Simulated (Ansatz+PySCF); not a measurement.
**singlet C₂: levels of theory in one basis**

```xyz
2

C     0.0000    0.0000   -0.9735
C     0.0000    0.0000    0.9735
```

Basis set: 6-31G (spherical functions). Correlated methods keep 2 orbitals frozen. Charge 0, multiplicity 1.

Computed with Ansatz (development build ahead of 0.2.0); each method stands on the lowest determinant of its kind that the runs found.

```json
{"method": "RHF", "E − E(RHF) (eV)": "0.00", "<S²> of the determinant": "0.00"}
{"method": "UHF", "E − E(RHF) (eV)": "-2.78", "<S²> of the determinant": "1.96"}
{"method": "RHF-MP2", "E − E(RHF) (eV)": "-5.34", "<S²> of the determinant": "–"}
{"method": "UHF-MP2", "E − E(RHF) (eV)": "-4.64", "<S²> of the determinant": "1.96"}
{"method": "RHF-CCSD", "E − E(RHF) (eV)": "-5.90", "<S²> of the determinant": "–"}
{"method": "UHF-CCSD", "E − E(RHF) (eV)": "-6.08", "<S²> of the determinant": "1.96"}
{"method": "RHF-CCSD(T)", "E − E(RHF) (eV)": "-6.23", "<S²> of the determinant": "–"}
{"method": "UHF-CCSD(T)", "E − E(RHF) (eV)": "-6.31", "<S²> of the determinant": "1.96"}
```

(1) What does full CI (lowest root of this spin) give on the same scale?

(2) Is a single determinant a sound starting point here?

Results:

(1) -6.37 eV.

At such a shape the full CI root can have another spatial symmetry than the determinants, so the rows needn't describe one state.

(2) It is doubtful. Unrestricted orbitals lower Hartree–Fock by 2.78 eV and <S²> is 1.96 where a pure state has 0.00, a sign of strong static correlation.

Caution for RHF, RHF-MP2, RHF-CCSD, RHF-CCSD(T): an unrestricted determinant lies well below. Caution for UHF, UHF-MP2, UHF-CCSD, UHF-CCSD(T): the unrestricted determinant is a mixture of spin states; the determinant may break the point group. Caution for RHF-MP2, UHF-MP2, RHF-CCSD, UHF-CCSD, RHF-CCSD(T), UHF-CCSD(T): large amplitudes, a single reference is doubtful. Caution for UHF-MP2: another reference gives a lower total. Caution for RHF-CCSD, RHF-CCSD(T): the program doubts this total.
